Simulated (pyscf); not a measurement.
PySCF, gas phase, ωB97X-D3(BJ)/def2-SVP geometries.

Problem. HO–SiH₂–I + H₂ -> H₃Si–I + H₂O
Surface: singlet. Broken: O–Si, H–H. Formed: H–Si, H–O. Give ΔE‡ and ΔE from ωB97M-D3(BJ)/def2-TZVP, relative to the separated reactants.

Solution. ΔE‡ = 2.16 eV, ΔE = +0.81 eV. Zero-point energy shifts the barrier by +0.12 eV. It is a four-centre exchange, with an imaginary mode of 1383i cm⁻¹. One saddle was located; it need not be the lowest between these sides. Elements past Kr carry the def2 core potentials, without spin-orbit coupling.
